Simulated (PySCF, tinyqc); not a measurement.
Worked calculation: FCI on RHF in the sto-6g basis, for OH-, spin multiplicity 1. The basis has no diffuse functions, so it cannot describe the extra electron: this is an exercise in the method, not the real anion. The lowest restricted solution is unstable here: a spin-polarised one lies 0.0217 hartree lower (PySCF). Computed by tinyqc, a small Python program that keeps every step (integrals from PySCF). Settings: charge = -1, multiplicity = 1, basis = sto-6g, method = RHF, energy threshold = 1e-10, iteration cap = 60, orthogonalisation = symmetric, start = Wolfsberg-Helmholz matrix, DIIS depth = 6, ci = FCI, davidson = 1. Command: `OMP_NUM_THREADS=1 python tinyqc.py 22099 22100 out.jsonl` (the two numbers bound the seeds that draw the settings). One thread of a shared host (Intel(R) Xeon(R) Processor @ 2.60GHz), about 0.2 s of CPU time with the checks. The early iterations of the SCF are left out here.

## One-electron integrals

Geometry (angstrom):
```
atom         x         y         z
O     0.000000  0.000000  0.000000
H     0.000000  0.000000  1.779000
```

Basis sto-6g: exponents (1/bohr^2) and contraction coefficients of normalised primitives:
```
element  l (shell)     exponent  coefficient
O            s (1)  1355.584234     0.009164
O            s (1)   248.544885     0.049361
O            s (1)    69.533902     0.168538
O            s (1)    23.886772     0.370563
O            s (1)     9.275933     0.416492
O            s (1)     3.820341     0.130334
O            s (2)    52.187762    -0.013253
O            s (2)    10.329320    -0.046992
O            s (2)     3.210345    -0.033785
O            s (2)     1.235135     0.250242
O            s (2)     0.536420     0.595117
O            s (2)     0.245881     0.240706
O            p (3)    52.187762     0.003760
O            p (3)    10.329320     0.037679
O            p (3)     3.210345     0.173897
O            p (3)     1.235135     0.418036
O            p (3)     0.536420     0.425860
O            p (3)     0.245881     0.101708
H            s (1)    35.523221     0.009164
H            s (1)     6.513144     0.049361
H            s (1)     1.822143     0.168538
H            s (1)     0.625955     0.370563
H            s (1)     0.243077     0.416492
H            s (1)     0.100112     0.130334
```

Overlap, kinetic and nuclear-attraction integrals over the contracted functions; the nuclear repulsion is the sum of Za Zb / Rab.

nuclear repulsion = 2.37966143 hartree

overlap S, lower triangle:
```
           1O 1s     1O 2s    1O 2px    1O 2py    1O 2pz     2H 1s
1O 1s   1.000000
1O 2s   0.231145  1.000000
1O 2px  0.000000  0.000000  1.000000
1O 2py  0.000000  0.000000  0.000000  1.000000
1O 2pz  0.000000  0.000000  0.000000  0.000000  1.000000
2H 1s   0.008272  0.121497  0.000000  0.000000  0.124389  1.000000
```

kinetic energy T (hartree), lower triangle:
```
            1O 1s      1O 2s    1O 2px    1O 2py    1O 2pz     2H 1s
1O 1s   29.327197
1O 2s   -0.896024   0.842618
1O 2px   0.000000   0.000000  2.531309
1O 2py   0.000000   0.000000  0.000000  2.531309
1O 2pz   0.000000   0.000000  0.000000  0.000000  2.531309
2H 1s   -0.003161  -0.017530  0.000000  0.000000  0.002022  0.768522
```

nuclear attraction V (hartree), lower triangle:
```
             1O 1s      1O 2s     1O 2px     1O 2py     1O 2pz      2H 1s
1O 1s   -61.555773
1O 2s    -6.220037  -9.297782
1O 2px    0.000000   0.000000  -9.289602
1O 2py    0.000000   0.000000   0.000000  -9.289602
1O 2pz   -0.004755  -0.056730   0.000000   0.000000  -9.312943
2H 1s    -0.253198  -0.727725   0.000000   0.000000  -0.642023  -3.616284
```

core Hamiltonian H = T + V (hartree), lower triangle:
```
             1O 1s      1O 2s     1O 2px     1O 2py     1O 2pz      2H 1s
1O 1s   -32.228576
1O 2s    -7.116061  -8.455163
1O 2px    0.000000   0.000000  -6.758294
1O 2py    0.000000   0.000000   0.000000  -6.758294
1O 2pz   -0.004755  -0.056730   0.000000   0.000000  -6.781635
2H 1s    -0.256359  -0.745255   0.000000   0.000000  -0.640001  -2.847762
```

## Two-electron integrals

Functions are numbered as in S; the eight-fold symmetry (ij|kl) = (ji|kl) = (kl|ij) leaves the list below.

Two-electron integrals (ij|kl) in chemists' order, unique and non-zero (hartree):
```
(11|11) 4.787491   (21|11) 0.675884   (21|21) 0.121505   (22|11) 1.117379
(22|21) 0.249212   (22|22) 0.817383   (31|31) 0.025762   (32|31) 0.039145
(32|32) 0.180664   (33|11) 1.117381   (33|21) 0.249212   (33|22) 0.817382
(33|33) 0.880663   (41|41) 0.025762   (42|41) 0.039145   (42|42) 0.180664
(43|43) 0.047461   (44|11) 1.117381   (44|21) 0.249212   (44|22) 0.817382
(44|33) 0.785741   (44|44) 0.880663   (51|51) 0.025762   (52|51) 0.039145
(52|52) 0.180664   (53|53) 0.047461   (54|54) 0.047461   (55|11) 1.117381
(55|21) 0.249212   (55|22) 0.817382   (55|33) 0.785741   (55|44) 0.785741
(55|55) 0.880663   (61|11) 0.025594   (61|21) 0.004420   (61|22) 0.008903
(61|33) 0.008885   (61|44) 0.008885   (61|51) 0.000218   (61|52) 0.000431
(61|55) 0.008937   (61|61) 0.000164   (62|11) 0.082990   (62|21) 0.018871
(62|22) 0.071351   (62|33) 0.070121   (62|44) 0.070121   (62|51) 0.001498
(62|52) 0.012320   (62|55) 0.073811   (62|61) 0.000694   (62|62) 0.008965
(63|31) 0.001795   (63|32) 0.011007   (63|53) 0.002389   (63|63) 0.001070
(64|41) 0.001795   (64|42) 0.011007   (64|54) 0.002389   (64|64) 0.001070
(65|11) 0.070371   (65|21) 0.016185   (65|22) 0.064955   (65|33) 0.062428
(65|44) 0.062428   (65|51) 0.002816   (65|52) 0.020714   (65|55) 0.070008
(65|61) 0.000614   (65|62) 0.009878   (65|65) 0.011759   (66|11) 0.297074
(66|21) 0.068655   (66|22) 0.296189   (66|33) 0.289067   (66|44) 0.289067
(66|51) 0.004697   (66|52) 0.055074   (66|55) 0.310434   (66|61) 0.002519
(66|62) 0.054646   (66|65) 0.067712   (66|66) 0.774999
```

## Orthogonalisation

S = U s U^T; symmetric (Loewdin) form X = U s^(-1/2) U^T, so that X^T S X = 1.

eigenvalues of S: 0.735045  0.889126  1.000000  1.000000  1.103230  1.272599

X, lower triangle:
```
            1O 1s      1O 2s    1O 2px    1O 2py     1O 2pz     2H 1s
1O 1s    1.020961
1O 2s   -0.120365   1.026827
1O 2px   0.000000   0.000000  1.000000
1O 2py   0.000000   0.000000  0.000000  1.000000
1O 2pz  -0.000757   0.005954  0.000000  0.000000   1.005935
2H 1s    0.006848  -0.063343  0.000000  0.000000  -0.063411  1.011700
```

## Iteration 8 (converged): orbitals

converged F (hartree), lower triangle:
```
             1O 1s      1O 2s    1O 2px    1O 2py     1O 2pz     2H 1s
1O 1s   -19.954370
1O 2s    -4.838442  -1.815288
1O 2px    0.000000   0.000000  0.053334
1O 2py    0.000000   0.000000  0.000000  0.053334
1O 2pz   -0.006225   0.040128  0.000000  0.000000   0.556471
2H 1s    -0.176056  -0.177978  0.000000  0.000000  -0.167592  0.198377
```

Diagonalise F' = X^T F X, C = X C', fill 5 alpha and 5 beta electrons from the bottom; D = 2 C_occ C_occ^T. Each column has its largest component positive (the first on a tie).

F' = X^T F X (hartree), lower triangle:
```
            1          2         3         4          5         6
1  -19.638917
2   -2.457256  -0.985173
3    0.000000   0.000000  0.053334
4    0.000000   0.000000  0.000000  0.053334
5   -0.016018   0.061692  0.000000  0.000000   0.585849
6    0.005752  -0.117764  0.000000  0.000000  -0.223287  0.243464
```

orbital energies (hartree): MO1 -19.957189, MO2 -0.682824, MO3 0.053334, MO4 0.053334, MO5 0.140535, MO6 0.704701

coefficients C:
```
              MO1        MO2       MO3        MO4        MO5        MO6
1O 1s    0.997045  -0.247832  0.000000   0.000000   0.028415  -0.023840
1O 2s    0.012500   1.018294  0.000000   0.000000  -0.149465   0.116143
1O 2px   0.000000   0.000000  0.202517   0.979279   0.000000   0.000000
1O 2py   0.000000   0.000000  0.979279  -0.202517   0.000000   0.000000
1O 2pz   0.000379  -0.030280  0.000000   0.000000   0.402849   0.923449
2H 1s   -0.000894   0.059033  0.000000   0.000000   0.872007  -0.517432
```

D after iteration 8, lower triangle:
```
            1O 1s      1O 2s    1O 2px    1O 2py    1O 2pz     2H 1s
1O 1s    2.112654
1O 2s   -0.488301   2.118839
1O 2px   0.000000   0.000000  2.000000
1O 2py   0.000000   0.000000  0.000000  2.000000
1O 2pz   0.038658  -0.182082  0.000000  0.000000  0.326409
2H 1s    0.018512  -0.140465  0.000000  0.000000  0.698999  1.527764
```

Within a degenerate level the vectors are fixed only up to a rotation; this is one choice.

## Convergence

Stop when the energy changes by less than 1e-10 hartree and every element of the error matrix X^T (F D S - S D F) X is below 3e-06.

Course of the cycle:
```
iteration   E (hartree)     change  largest element of the error matrix
1          -73.70265671          -                             4.02e-01
2          -74.59321167  -8.91e-01                             1.93e-01
3          -74.65546896  -6.23e-02                             1.28e-01
4          -74.67357422  -1.81e-02                             4.96e-02
5          -74.67576589  -2.19e-03                             1.09e-02
6          -74.67586810  -1.02e-04                             1.04e-04
7          -74.67586811  -9.41e-09                             5.07e-06
8          -74.67586811  -2.18e-11                             2.49e-07
```

PySCF RHF in the same basis = -74.67586811 hartree

Converged in 8 iterations.

## Integrals over molecular orbitals

(pq|rs) = sum C_ip C_jq C_kr C_ls (ij|kl), one index at a time.

one-electron integrals over orbitals h = C^T H C (hartree), lower triangle:
```
            1          2          3          4          5          6
1  -32.216619
2    0.638593  -7.247680
3    0.000000   0.000000  -6.758294
4    0.000000   0.000000   0.000000  -6.758294
5   -0.071420   0.358880   0.000000   0.000000  -3.681832
6    0.060931  -0.278128   0.000000   0.000000  -1.619027  -5.955597
```

Two-electron integrals over orbitals (pq|rs), unique and non-zero (hartree):
```
(11|11) 4.764980    (21|11) -0.481332   (21|21) 0.078052    (22|11) 1.122078
(22|21) -0.022583   (22|22) 0.787299    (31|31) 0.026611    (32|31) 0.035659
(32|32) 0.170469    (33|11) 1.117110    (33|21) -0.012960   (33|22) 0.800082
(33|33) 0.880663    (41|41) 0.026611    (42|41) 0.035659    (42|42) 0.170469
(43|43) 0.047461    (44|11) 1.117110    (44|21) -0.012960   (44|22) 0.800082
(44|33) 0.785741    (44|44) 0.880663    (51|11) 0.055960    (51|21) -0.009457
(51|22) 0.001847    (51|33) 0.001471    (51|44) 0.001471    (51|51) 0.005557
(52|11) -0.090161   (52|21) 0.002367    (52|22) -0.052218   (52|33) -0.050958
(52|44) -0.050958   (52|51) 0.006366    (52|52) 0.048293    (53|31) -0.003739
(53|32) -0.016334   (53|53) 0.011138    (54|41) -0.003739   (54|42) -0.016334
(54|54) 0.011138    (55|11) 0.459342    (55|21) -0.002577   (55|22) 0.400178
(55|33) 0.390389    (55|44) 0.390389    (55|51) 0.000773    (55|52) 0.035370
(55|55) 0.617899    (61|11) -0.047201   (61|21) 0.006950    (61|22) -0.004039
(61|33) -0.001288   (61|44) -0.001288   (61|51) 0.009141    (61|52) 0.015078
(61|55) 0.001131    (61|61) 0.023219    (62|11) 0.049263    (62|21) -0.002752
(62|22) 0.018167    (62|33) 0.028290    (62|44) 0.028290    (62|51) 0.013455
(62|52) 0.068043    (62|55) 0.017323    (62|61) 0.029062    (62|62) 0.133923
(63|31) 0.003187    (63|32) 0.012753    (63|53) 0.017616    (63|63) 0.039432
(64|41) 0.003187    (64|42) 0.012753    (64|54) 0.017616    (64|64) 0.039432
(65|11) 0.319449    (65|21) -0.004537   (65|22) 0.202031    (65|33) 0.198107
(65|44) 0.198107    (65|51) -0.000861   (65|52) -0.046083   (65|55) -0.103944
(65|61) -0.003844   (65|62) -0.005173   (65|65) 0.173804    (66|11) 0.969621
(66|21) -0.011300   (66|22) 0.701357    (66|33) 0.689853    (66|44) 0.689853
(66|51) 0.003768    (66|52) -0.017252   (66|55) 0.484371    (66|61) 0.004425
(66|62) 0.041281    (66|65) 0.138279    (66|66) 0.706700
```

## FCI: determinants and Hamiltonian

Hartree-Fock energy = -74.67586811 hartree

Slater-Condon rules over spin orbitals, with the nuclear repulsion added and E(HF) subtracted on the diagonal. Only determinants linked to the reference directly or through others are kept (one block of an abelian symmetry group), so some states are absent.

Occupation strings over the orbitals (2 doubly, a alpha, b beta, 0 empty; spin orbitals ordered 1a 1b 2a 2b ...): 222220 2222ab 2a222b a2222b 2222ba 2b222a b2222a 222202 2a22b2 a222b2 222022 220222 2b22a2 202222 ab2222 b222a2 ba2222 022222

H - E(HF) between determinants (hartree), lower triangle:
```
           222220     2222ab     2a222b     a2222b     2222ba     2b222a     b2222a     222202
222220   0.000000
2222ab   0.000000   0.253598
2a222b   0.000000   0.012079   0.820091
a2222b   0.000000  -0.007612   0.040362  19.715488
2222ba   0.000000  -0.173804   0.005173   0.003844   0.253598
2b222a   0.000000   0.005173  -0.133923  -0.029062   0.012079   0.820091
b2222a   0.000000   0.003844  -0.029062  -0.023219  -0.007612   0.040362  19.715488
222202   0.173804   0.242223   0.046083   0.000861  -0.242223  -0.046083  -0.000861   0.863052
2a22b2   0.005173  -0.046083   0.063753  -0.004537   0.023958  -0.068043  -0.013455  -0.064701
a222b2   0.003844  -0.000861  -0.004537   0.181170   0.003294  -0.015078  -0.009141   0.010607
222022   0.039432  -0.017616  -0.012753  -0.003187   0.017616   0.012753   0.003187   0.011138
220222   0.039432  -0.017616  -0.012753  -0.003187   0.017616   0.012753   0.003187   0.011138
2b22a2  -0.005173   0.023958  -0.068043  -0.013455  -0.046083   0.063753  -0.004537   0.064701
202222   0.133923  -0.068043   0.023113   0.002752   0.068043  -0.023113  -0.002752   0.048293
ab2222  -0.029062   0.013455  -0.002752   0.007983  -0.015078   0.008464  -0.006950  -0.006366
b222a2  -0.003844   0.003294  -0.015078  -0.009141  -0.000861  -0.004537   0.181170  -0.010607
ba2222   0.029062  -0.015078   0.008464  -0.006950   0.013455  -0.002752   0.007983   0.006366
022222   0.023219  -0.009141  -0.006950   0.051625   0.009141   0.006950  -0.051625   0.005557

           2a22b2     a222b2     222022     220222     2b22a2     202222     ab2222     b222a2
2a22b2   0.994838
a222b2   0.049084  19.681136
222022   0.016334   0.003739   0.209550
220222   0.016334   0.003739   0.047461   0.209550
2b22a2  -0.048293  -0.006366  -0.016334  -0.016334   0.994838
202222   0.022887  -0.002367   0.170469   0.170469  -0.022887   1.731466
ab2222   0.002367  -0.060830  -0.035659  -0.035659   0.009533  -0.029078  20.693379
b222a2  -0.006366  -0.005557  -0.003739  -0.003739   0.049084   0.002367   0.009457  19.681136
ba2222   0.009533   0.009457   0.035659   0.035659   0.002367   0.029078  -0.078052  -0.060830
022222   0.009457  -0.044580   0.026611   0.026611  -0.009457   0.078052   0.429671   0.044580

           ba2222     022222
ba2222  20.693379
022222  -0.429671  42.963414
```

## FCI: roots

Diagonalise (each vector has its largest component positive (the first on a tie)); all determinants have Ms = 0, so triplets appear too. The lowest singlet root is the correlation energy.

lowest roots of this matrix, relative to E(HF) (hartree): -0.055010  0.078744  0.162089  0.201112  0.265494  0.686539  0.811324  0.947071

lowest vectors:
```
           root 1     root 2     root 3     root 4
222220   0.953945   0.000000   0.000000  -0.042531
2222ab   0.104345   0.706598   0.000000   0.322341
2a222b   0.010339  -0.019950   0.000000   0.038573
a2222b   0.000021   0.000165   0.000000   0.000280
2222ba  -0.104345   0.706598   0.000000  -0.322341
2b222a  -0.010339  -0.019950   0.000000  -0.038573
b2222a  -0.000021   0.000165   0.000000  -0.000280
222202  -0.233981   0.000000   0.000000  -0.247030
2a22b2  -0.009735   0.017927   0.000000  -0.018612
a222b2   0.000009  -0.000148   0.000000   0.000004
222022  -0.074898   0.000000   0.707107   0.598707
220222  -0.074898   0.000000  -0.707107   0.598707
2b22a2   0.009735   0.017927   0.000000   0.018612
202222  -0.042925   0.000000   0.000000  -0.093738
ab2222   0.000808   0.000051   0.000000   0.001382
b222a2  -0.000009  -0.000148   0.000000  -0.000004
ba2222  -0.000808   0.000051   0.000000  -0.001382
022222  -0.000278   0.000000   0.000000  -0.000389
```

<S^2> of these roots: 0.000000  2.000000  0.000000  0.000000  0.000000  2.000000  0.000000  2.000000

weight of the ground state by excitation level 0, 1, 2, ...: 0.910011  0.021990  0.068000

## The lowest root by the Davidson method

Start from the reference; add the residual divided by (theta - H_ii), orthogonalised, at each step.

Davidson iterations:
```
iteration  subspace  lowest Ritz value (hartree)  residual norm
1                 1                            0       2.31e-01
2                 2                  -0.04438727       5.85e-02
3                 3                  -0.05419950       3.15e-02
4                 4                  -0.05500492       2.48e-03
5                 5                  -0.05500966       3.39e-04
6                 6                  -0.05500973       6.12e-05
7                 7                  -0.05500974       9.74e-06
8                 8                  -0.05500974       7.09e-08
```
